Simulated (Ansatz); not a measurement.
fcc Rh, treated with r²SCAN (Ansatz, a quantum-chemistry and plane-wave program, PAW).

Settings: plane-wave cutoff 500 eV, 24×24×1 k mesh (along the axes of the cell as run), Fermi–Dirac smearing 0.1 eV, scalar-relativistic PAW data made under PBE.

### Question
Give the computed surface energy of the (111) face and work function of the (111) face.

### Answer

surface energy of the (111) face: 2.26 J/m²
work function of the (111) face: 5.13 eV

The slab of 6 atoms is relaxed and unreconstructed.
